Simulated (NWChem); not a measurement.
System: Be

NWChem printed, in part:

```
             Northwest Computational Chemistry Package (NWChem) 7.3.0
             --------------------------------------------------------

                             Geometry "geometry" -> ""
                             -------------------------

 Output coordinates in angstroms (scale by  1.889725989 to convert to a.u.)

  No.       Tag          Charge          X              Y              Z
 ---- ---------------- ---------- -------------- -------------- --------------
    1 Be                   4.0000     0.00000000     0.00000000     0.00000000

 Effective nuclear repulsion energy (a.u.)       0.0000000000

                              NWChem Property Module
                              ----------------------

                                 NWChem DFT Module
                                 -----------------

 Summary of "ao basis" -> "ao basis" (spherical)
 ------------------------------------------------------------------------------
       Tag                 Description            Shells   Functions and Types
 ---------------- ------------------------------  ------  ---------------------
 Be                        def2-tzvpd               10       22   5s4p1d

            General Information
            -------------------
          SCF calculation type: DFT
          Wavefunction type:  closed shell.
          No. of atoms     :     1
          No. of electrons :     4
           Alpha electrons :     2
            Beta electrons :     2
          Charge           :     0
          Spin multiplicity:     1
          Use of symmetry is: off; symmetry adaption is: off
          Maximum number of iterations: 150
          AO basis - number of functions:    22
                     number of shells:    10
          Convergence on energy requested:  1.00D-06
          Convergence on density requested:  1.00D-05
          Convergence on gradient requested:  5.00D-04

              XC Information
              --------------
                     Hartree-Fock (Exact) Exchange  1.000
                   CAM-Becke88 Exchange Functional  1.000
                      VWN V Correlation Functional  0.190 local
              Lee-Yang-Parr Correlation Functional  0.810

           Range-Separation Parameters
           ---------------------------
           Alpha           :  0.19
           Beta            :  0.46
           Gamma           :  0.33
           Short-Range HF  :     F

             Grid Information
             ----------------
          Grid used for XC integration:  medium
          Radial quadrature: Mura-Knowles
          Angular quadrature: Lebedev.
          Tag              B.-S. Rad. Rad. Pts. Rad. Cut. Ang. Pts.
          ---              ---------- --------- --------- ---------
          Be                  1.05       49          10.0       434
          Grid pruning is: on
          Number of quadrature shells:    49
          Spatial weights used:  Erf1

      Superposition of Atomic Density Guess
      -------------------------------------

 Sum of atomic energies:         -14.57257987

      Non-variational initial energy
      ------------------------------

 Total energy =     -14.572580
 1-e energy   =     -19.061640
 2-e energy   =       4.489060
 HOMO         =      -0.309206
 LUMO         =       0.034842

   convergence    iter        energy       DeltaE   RMS-Dens  Diis-err
 ---------------- ----- ----------------- --------- --------- ---------
 d= 0,ls=0.0,diis     1    -14.6477723846 -1.46D+01  4.44D-03  1.97D-02
 d= 0,ls=0.0,diis     2    -14.6489963265 -1.22D-03  3.04D-04  3.07D-05
 d= 0,ls=0.0,diis     3    -14.6489998314 -3.50D-06  1.42D-05  3.30D-08
 d= 0,ls=0.0,diis     4    -14.6489998345 -3.01D-09  9.84D-07  1.26D-10

         Total DFT energy =      -14.648999834451
      One electron energy =      -19.092018385533
           Coulomb energy =        7.188485883827
    Exchange-Corr. energy =       -2.745467332745
 Nuclear repulsion energy =        0.000000000000

 Numeric. integr. density =        4.000000001446

                       DFT Final Molecular Orbital Analysis
                       ------------------------------------

 Vector    1  Occ=2.000000D+00  E=-4.153796D+00
              MO Center= -1.6D-18, -5.7D-18, -5.6D-18, r^2= 6.7D-02
   Bfn.  Coefficient  Atom+Function         Bfn.  Coefficient  Atom+Function
  ----- ------------  ---------------      ----- ------------  ---------------
     1      0.543354  1 Be s                  2      0.535026  1 Be s
     3      0.031948  1 Be s

 Vector    2  Occ=2.000000D+00  E=-2.819340D-01
              MO Center= -5.9D-16, -1.1D-15,  1.7D-16, r^2= 2.3D+00
   Bfn.  Coefficient  Atom+Function         Bfn.  Coefficient  Atom+Function
  ----- ------------  ---------------      ----- ------------  ---------------
     4      0.500506  1 Be s                  3      0.482708  1 Be s
     2     -0.206623  1 Be s                  5      0.130140  1 Be s
     1     -0.120763  1 Be s

 Vector    3  Occ=0.000000D+00  E=-1.072709D-02
              MO Center= -4.4D-16, -4.8D-17,  2.0D-17, r^2= 6.2D+00
   Bfn.  Coefficient  Atom+Function         Bfn.  Coefficient  Atom+Function
  ----- ------------  ---------------      ----- ------------  ---------------
    16     -0.317754  1 Be py                15      0.293091  1 Be px
     7      0.279844  1 Be py                 6     -0.258124  1 Be px
    17      0.227858  1 Be pz                 8     -0.200673  1 Be pz
    13     -0.178232  1 Be py                12      0.164399  1 Be px
    14      0.127808  1 Be pz

 Vector    4  Occ=0.000000D+00  E=-1.072709D-02
              MO Center= -8.1D-17,  1.6D-16,  1.5D-15, r^2= 6.2D+00
   Bfn.  Coefficient  Atom+Function         Bfn.  Coefficient  Atom+Function
  ----- ------------  ---------------      ----- ------------  ---------------
    17      0.420065  1 Be pz                 8     -0.369949  1 Be pz
    16      0.240972  1 Be py                14      0.235620  1 Be pz
     7     -0.212223  1 Be py                13      0.135164  1 Be py
    15     -0.065322  1 Be px                 6      0.057529  1 Be px
    12     -0.036640  1 Be px

 Vector    5  Occ=0.000000D+00  E=-1.072709D-02
              MO Center=  5.3D-16,  4.4D-16, -3.3D-18, r^2= 6.2D+00
   Bfn.  Coefficient  Atom+Function         Bfn.  Coefficient  Atom+Function
  ----- ------------  ---------------      ----- ------------  ---------------
    15      0.385512  1 Be px                 6     -0.339518  1 Be px
    16      0.282408  1 Be py                 7     -0.248715  1 Be py
    12      0.216239  1 Be px                13      0.158406  1 Be py
    17     -0.102056  1 Be pz                 8      0.089880  1 Be pz
    14     -0.057244  1 Be pz

 *** CALLING NEW AORESP DRIVER FOR CLOSED AND OPEN SHELLS ***
 Entering AOResponse driver routine

--------------------------------------------------------------------------------

          -----------------------------------------------
          Solving response equations for perturbing field
          -----------------------------------------------

 number of frequencies:     1
 frequency in a.u.:  0.0000000E+00
 Perturbing field: electric
 Using El. Dipole Length Gauge

 Setting up CPKS with frequency omega =      0.00000000 a.u.

 STATIC response

                                NWChem CPHF Module
                                ------------------

  scftype          =     RHF
  nclosed          =        2
  nopen            =        0
  variables        =       40
  # of vectors     =        3
  tolerance        = 0.10D-03
  level shift      = 0.00D+00
  max iterations   =       50
  max subspace     =       30

 SCF residual:    8.9440065142133208E-007

Iterative solution of linear equations
  No. of variables       40
  No. of equations        3
  Maximum subspace       30
        Iterations       50
       Convergence  1.0D-04

   iter   nsub   residual    time
   ----  ------  --------  ---------
     1      3    1.96D+00       0.1
     2      6    2.82D-01       0.2
     3      9    2.40D-02       0.2
     4     12    5.43D-04       0.2
     5     15    3.12D-05       0.3

 Electric Dipole Response Matrix (nonzero elements):

              1        2        3
    1   43.2317  -0.0000   0.0000
    2    0.0000  43.2317   0.0000
    3    0.0000   0.0000  43.2317

 ------------------------------------------
 average:        43.23166 + I       0.00000

 DFT Linear Response polarizability / au
 Frequency  =       0.0000000 / au
              X              Y              Z
 -----------------------------------------------
 X      43.2316626     -0.0000000      0.0000000
 Y       0.0000000     43.2316626      0.0000000
 Z       0.0000000      0.0000000     43.2316626
 -----------------------------------------------
 Eigenvalues =      43.2316626     43.2316626     43.2316626
 Isotropic   =      43.2316626
 Anisotropic =       0.0000000
 -----------------------------------------------

 Magnetic Dipole Response Matrix (nonzero elements):

 Exiting AOResponse driver routine
```

Level: CAM-B3LYP/def2-TZVPD. 

### Question
Which NWChem input produces such a log?

### Answer
Several could match; the one computed here: the input that was run:
```
start job
memory heap 200 mb stack 900 mb global 1100 mb
geometry units angstroms noautosym nocenter noautoz
  Be     0.000000     0.000000     0.000000
end
basis spherical
  * library def2-tzvpd
end
dft
  xc xcamb88 1.00 lyp 0.81 vwn_5 0.19 hfexch 1.00
  cam 0.33 cam_alpha 0.19 cam_beta 0.46
  iterations 150
end
property
  response 1 0.0
end
task dft property
```
